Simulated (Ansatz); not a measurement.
# A computed series for MgO: pressure series

Start from MgO in the rock salt structure (space group Fm-3m, No. 225; a = 4.2141 Å).

Cell and atoms are relaxed at each pressure.

Level of theory: PBEsol/PAW in Ansatz (an electronic-structure program), no spin-orbit coupling.

| P (GPa) | V (Å³/atom) |
|---|---|
| -2.00 | 9.477 |
| -1.00 | 9.415 |
| 0.29 | 9.338 |
| 0.68 | 9.315 |
| 1.50 | 9.268 |
| 3.00 | 9.185 |
| 5.00 | 9.080 |
| 7.50 | 8.956 |
| 10.00 | 8.841 |

A third-order Birch–Murnaghan fit to these points gives V₀ = 9.35 Å³/atom, B₀ = 157 GPa and B₀′ = 4.1. At pressure 10 GPa the volume is 94.5 % of V₀.

Measured bulk modulus of MgO: 169.8 GPa (static lattice; corrected from measurement; as listed in Daniel Mejia-Rodriguez, S. B. Trickey, Phys. Rev. B (2018)); the computed value is 7 % below it.

Between the base and pressure 10 GPa the gap moves from 4.62 eV to 5.18 eV, a mean slope of 56 meV/GPa.

Load acts through the strain it causes; cell and atoms are relaxed under it. No phonon test of stability was made. Competing high-pressure phases were not computed. The base started in Pnma and relaxed to Fm-3m at this level.
